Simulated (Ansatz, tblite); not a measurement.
# The cluster Cd4: a ladder of methods and basis sets

Aim: run the singlet of the cluster Cd4 at one geometry on many levels, and compare frontier levels, spin and run time.

Method: as each input shows; program: Ansatz 0.2.0, Gaussian basis.

Plan: GFN1-xTB, GFN2-xTB, PBE/def2-TZVP, r2SCAN/def2-TZVP, CAM-B3LYP/def2-TZVP, revPBE/def2-TZVP, r2SCANh/def2-TZVP, B2PLYP/def2-TZVP, B3LYP/def2-TZVP, PBE/def2-SVP, PBE0/def2-SVP, PBE0/def2-TZVPD, PBE/def2-TZVPD, r2SCAN/def2-TZVPD, CCSD(T)/def2-SVP, MP2/def2-TZVP, RPA/def2-TZVP.

3 further runs of the same task are left out: 3 set aside as unsound or not needed. Runs told in other sessions of the task aren't counted.

## 1. The relaxed structure

The geometry is that of the singlet, from an earlier relaxation (B3LYP/def2-SVP). At that level it is the lowest of the isomers that a small search found.

4 atoms, charge 0, spin multiplicity 1.

No contacts short enough for the rule that draws bonds.

Cd takes a core potential in the def2 sets. No spin-orbit coupling is included.

PBE0/def2-TZVP was run before; its log isn't repeated, and its numbers join the tables.

## 2. GFN1-xTB

Tight binding, by tblite at 300 K electronic temperature and without a spin-polarisation term:

```python
tblite.interface.Calculator('GFN1-xTB', numbers, positions, charge=0, uhf=0).singlepoint()
```

Energy -99.5340 eV, HOMO -12.13 eV, LUMO -5.16 eV; 0.002 s.

## 3. GFN2-xTB

Tight binding, by tblite at 300 K electronic temperature and without a spin-polarisation term:

```python
tblite.interface.Calculator('GFN2-xTB', numbers, positions, charge=0, uhf=0).singlepoint()
```

Energy -62.0790 eV, HOMO -7.15 eV, LUMO -0.67 eV; 0.002 s.

## 4. PBE/def2-TZVP

start.molden holds the orbitals of an earlier run on this state, given as this run's starting guess.

in.yaml

```yaml
crystal:
  periodic: [false, false, false]
  atoms:
    - {symbol: Cd, position_ang: [-0.292175, 1.147048, -1.788987]}
    - {symbol: Cd, position_ang: [2.040001, 0.178593, 0.639071]}
    - {symbol: Cd, position_ang: [-0.448938, -2.060855, -0.390794]}
    - {symbol: Cd, position_ang: [-1.298878, 0.735213, 1.540710]}
basis:
  gaussian: {orbitals: def2-TZVP, initial_orbitals: start.molden}
hamiltonian: {xc: pbe}
scf: {omitted_lower_state_checks: [starts]}
output: {forces: true, orbitals: {seedname: orbitals}}
```

The run is started by

```console
$ ansatz run in.yaml --threads 4 --pin off --events-out ev --progress --plain --max-ram 3916MiB
```

Further steps of the session: r2SCAN/def2-TZVP; CAM-B3LYP/def2-TZVP; revPBE/def2-TZVP; r2SCANh/def2-TZVP; B2PLYP/def2-TZVP; B3LYP/def2-TZVP; PBE/def2-SVP; PBE0/def2-SVP; PBE0/def2-TZVPD; PBE/def2-TZVPD; r2SCAN/def2-TZVPD; CCSD(T)/def2-SVP; MP2/def2-TZVP; RPA/def2-TZVP.

Before running them: what should the planned runs give, taken together? Wanted: gap in def2-TZVP, named functionals, smallest and largest; correlation energy, CCSD(T)/def2-SVP; correlation energy, MP2/def2-TZVP; binding an atom, CCSD(T)/def2-SVP; PBE0 total energy, smallest basis above largest.

As calculated:

```
                                                 quantity                                  value
gap in def2-TZVP, named functionals, smallest and largest  3.19 eV (revPBE), 6.21 eV (CAM-B3LYP)
                     correlation energy, CCSD(T)/def2-SVP                              -40.04 eV
                        correlation energy, MP2/def2-TZVP                              -55.08 eV
                        binding an atom, CCSD(T)/def2-SVP                               0.090 eV
          PBE0 total energy, smallest basis above largest          4.46 eV (def2-SVP, def2-TZVP)
```

**Reading.** Orbital gaps of the named functionals in def2-TZVP span 3.19 eV (revPBE) to 6.21 eV (CAM-B3LYP); exact exchange widens it. The functionals in def2-TZVP miss CCSD(T)/def2-SVP by -0.062 (B3LYP) to +0.080 eV (r2SCAN) an atom. The yardstick is in a double-zeta basis, so levels in larger sets aren't compared like for like. CCSD(T)/def2-SVP isn't at the basis-set limit; small misses against it rank nothing.
